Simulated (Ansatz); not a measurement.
**SiP+ (singlet): from Hartree-Fock to the top rungs at distance Si1–P2 = 2.399 Å, 6-31G**

An exercise on one series of results from a longer session: the logs are not shown, and one member is left open.

Method: 6-31G, core rule «outside noble gas», up to 10 orbitals frozen; program: Ansatz 0.2.0, Gaussian basis.

To be run: UHF; CCSD(T) on RHF; CCSD(T) on UHF; BCCD(T) on RHF; CISD; CCSDT(Q) on RHF; CCSDT(Q) on UHF; CISDTQ; CCSDTQ on RHF; CCSDTQ on UHF; CASSCF and MRCISD+Q, 2 electrons in 2 orbitals; CASSCF and NEVPT2, 2 electrons in 2 orbitals; CASSCF and MRCISD+Q, 8 electrons in 8 orbitals; CASSCF and NEVPT4(SD), 8 electrons in 8 orbitals; CASSCF and NEVPT2, 8 electrons in 8 orbitals; Full CI.

25 further runs of the same task are left out: 1 for a known fault of the program, 19 that didn't finish, 5 set aside as unsound or not needed.

## What is computed

The geometry derives from a PBE0/def2-TZVP stationary point (not a proven minimum). One bond is set to the value named and the two fragments are kept rigid.

2 atoms, charge 1, spin multiplicity 1.

Atoms are counted from 1 here; the program's logs count them from 0.

Bond lengths: Si1–P2 2.399 Å.

Set-up of the first run:

Input file in.yaml:

```yaml
crystal:
  periodic: [false, false, false]
  atoms:
    - {symbol: Si, position_ang: [0.000000, 0.000000, 0.000000]}
    - {symbol: P, position_ang: [0.000000, 0.000000, 2.399000]}
basis:
  gaussian: {orbitals: 6-31G}
total_charge: 1
magnetization: {spin_polarized: true, initial_magnetization: 0}
hamiltonian: {xc: hf}
output: {orbitals: {seedname: orbitals}}
```

Launch:

```sh
$ ansatz run in.yaml --threads 1 --pin off --events-out ev --progress --plain --max-ram 2393MiB
```

Among the steps run: UHF; CCSD(T) on RHF; CCSD(T) on UHF; BCCD(T) on RHF; CISD; CCSDT(Q) on RHF; CCSDT(Q) on UHF; CISDTQ; CCSDTQ on RHF; CCSDTQ on UHF; CASSCF and MRCISD+Q, 2 electrons in 2 orbitals; CASSCF and NEVPT2, 2 electrons in 2 orbitals; CASSCF and MRCISD+Q, 8 electrons in 8 orbitals; CASSCF and NEVPT4(SD), 8 electrons in 8 orbitals; CASSCF and NEVPT2, 8 electrons in 8 orbitals; Full CI.

One of the session's tables, all rows but one given; the rest of the session is left out.

```
            method  from FCI (kcal/mol)
               RHF               +74.06
              RMP2               +23.49
              CISD               +11.47
             RCCSD                +6.54
          RCCSD(T)                +3.13
           BCCD(T)                +3.40
            RCCSDT                +1.46
            CISDTQ                +1.27
         RCCSDT(Q)                +0.30
           RCCSDTQ                    ?
    CASSCF valence               +16.10
    NEVPT2 valence                +4.42
NEVPT4(SD) valence                +0.46
    MRCISD valence                +0.30
  MRCISD+Q valence                -0.03
               FCI                    0
```

Estimate the missing values for RCCSDTQ.

**Answer.** from FCI (kcal/mol): +0.12. In the column «from FCI (kcal/mol)» it lies between FCI (0) and RCCSDT(Q) (+0.30).

Among the levels timed on like hardware and quicker than the yardstick, those that no quicker one beats, quickest first: CISD (0.24 s, +11.47 kcal/mol); RCCSD(T) (0.36 s, +3.13 kcal/mol); RCCSDT(Q) (0.84 s, +0.30 kcal/mol); MRCISD+Q valence (2.7 s, -0.03 kcal/mol).

Left out of the table: CASSCF pair, NEVPT2 pair, MRCISD pair, MRCISD+Q pair (the active space lost an orbital or holds another state than full CI finds).

To keep in mind: The report flags that the cluster equations may have other roots. The yardstick is full CI for this spin, exact in this basis with these frozen cores. Left out of the table: UHF, UMP2, UCCSD, UCCSD(T), UCCSDT, UCCSDT(Q), UCCSDTQ (another determinant or state than the rows shown). The program flags RCCSDT(Q), RCCSDTQ as in doubt, so those rows may rest on another solution; read them beside their warnings. Of the multireference levels listed MRCISD+Q valence comes nearest in total energy (-0.03 kcal/mol), which doesn't show that its space is the better one. Warnings in the runs' records: large difference, other roots, passed over end.
